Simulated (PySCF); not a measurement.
## Basis set benchmark on one molecule

Molecule: `InChI=1S/C3H9P/c1-4(2)3/h1-3H3`.

Numbering as in the mapped SMILES `[CH3:1][P:2]([CH3:3])[CH3:4]`; H(Xn) means a hydrogen on atom n.

Geometry PBE0-D3(BJ)/def2-SVP throughout; GIAO in PySCF, gas phase, one conformer, non-relativistic; equivalent atoms averaged; functional PBE0.

Reference values (measured; O. Kühl, Phosphorus-31 NMR Spectroscopy, Springer 2008, chapter 6 (publisher's sample)): δ(P2) = -62.8 ppm vs 85 % H3PO4. Computed shifts are taken against H3PO4, calculated as an isolated molecule at each level.

How do the basis sets pcSseg-0, cc-pVDZ, aug-cc-pVDZ, IGLO-III, cc-pVTZ perform against the reference? Times are CPU seconds on 1 thread of an Intel Xeon Platinum 8488C, shared host.

Results:


```csv
basis set,functions,P2,abs. error P,core-s
pcSseg-0,58,-154.9,92.1,3.9
cc-pVDZ,105,-73.2,10.4,7.7
aug-cc-pVDZ,177,-82.4,19.6,17
IGLO-III,239,-80.8,18.0,24
cc-pVTZ,250,-91.1,28.3,29
```

For 31P the closest is cc-pVDZ (10.4 ppm) and the furthest pcSseg-0 (92.1 ppm). Where a smaller basis beats a larger one, errors probably cancel. One molecule is a small sample, and vibrational and solvent effects are absent from the calculation.

A small basis that lands close on one nucleus may do so by chance; judge by the trend and by all nuclei.
